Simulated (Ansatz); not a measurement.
The input, for Ansatz 0.2.0:

```yaml
crystal:
  periodic: [false, false, false]
  atoms:
    - {symbol: N, position_ang: [-0.030066, -0.130755, 0.661245]}
    - {symbol: C, position_ang: [0.116167, 0.102607, -0.745850]}
    - {symbol: H, position_ang: [-0.282647, 0.742725, 1.141042]}
    - {symbol: H, position_ang: [-0.683794, -0.148384, -1.442336]}
basis:
  gaussian: {orbitals: cc-pVDZ}
magnetization: {spin_polarized: false, initial_magnetization: 3}
hamiltonian: {xc: hf}
output: {orbitals: {seedname: orbitals}}
```

```sh
$ ansatz run in.yaml --threads 1 --pin off --events-out ev --progress --plain --max-ram 2393MiB
```

The program prints:

```
359 factors; integrals over basis functions are off by at most 1.0e-3 eV
mean field evaluation 1: about -2537.6932 eV, gradient 1.3e1 eV
mean field evaluation 2: about -2537.6941 eV, gradient 1.3e1 eV
mean field evaluation 4: about -2539.0917 eV, gradient 1.3e0 eV
mean field evaluation 8: about -2539.1329 eV, gradient 2.6e-1 eV
mean field evaluation 16: about -2535.9792 eV, gradient 2.3e1 eV
mean field evaluation 32: about -2538.5669 eV, gradient 2.5e0 eV
mean field -2539.13845241 eV, -93.3116170362 hartree, gradient 1.8e-5 eV, S^2 3.750000; 0 other end points of the search recorded, 0 dependent functions left out
reference -2539.13845241 eV, -93.3116170362 hartree; 9, 6 occupied and 29, 32 virtual orbitals, 359 factors
Total energy: -2539.13845241 eV, -93.3116170362 hartree
```

Ran on 1 thread of Arm Neoverse V1, shared host: 0.18 s wall, 0.15 GiB peak host memory.
